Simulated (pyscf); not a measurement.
Structures and frequencies: ωB97X-D3(BJ)/def2-SVP in PySCF. Correlated levels are frozen-core, on RHF or UHF. ΔMP2 is the change of the MP2 total energy from the triple- to the quadruple-zeta basis.

Q: For the elementary gas-phase step germylene (GeH₂) [singlet] + hydrogen fluoride (HF) → F–GeH₃ (singlet surface; F–H broken, F–Ge, Ge–H formed), what barrier and reaction energy does CCSD(T)/def2-TZVPP + ΔMP2(QZVPP) give, measured from the separated reactants?

A: ΔE‡ = 14.1 kcal/mol, ΔE = -52.7 kcal/mol. Zero-point energy shifts the barrier by +0.8 kcal/mol. It is an insertion, with an imaginary mode of 1399i cm⁻¹. On the reactant side the descent ends in a complex, 6.8 kcal/mol under the separated species and 17.9 kcal/mol under the saddle at ωB97X-D3(BJ)/def2-TZVP. At ωB97X-D3(BJ) the barrier from the zero used here is 11.1 kcal/mol. The same reactants have a lower exit, to F–GeH: [singlet] + H₂ (barrier +2.9 kcal/mol at ωB97M-D3(BJ), against +13.2 kcal/mol here). One saddle was located; it need not be the lowest between these sides. The CCSD(T) − MP2 part came from Ansatz, without density fitting, on the same reference. The frozen core leaves the outer d or s,p core shells of the metals and heavy elements correlated in the MP2 and CC values, and def2-TZVPP describes them poorly, which can shift differences by a few kcal/mol. Elements up to Kr have no core potential and no relativistic terms here.
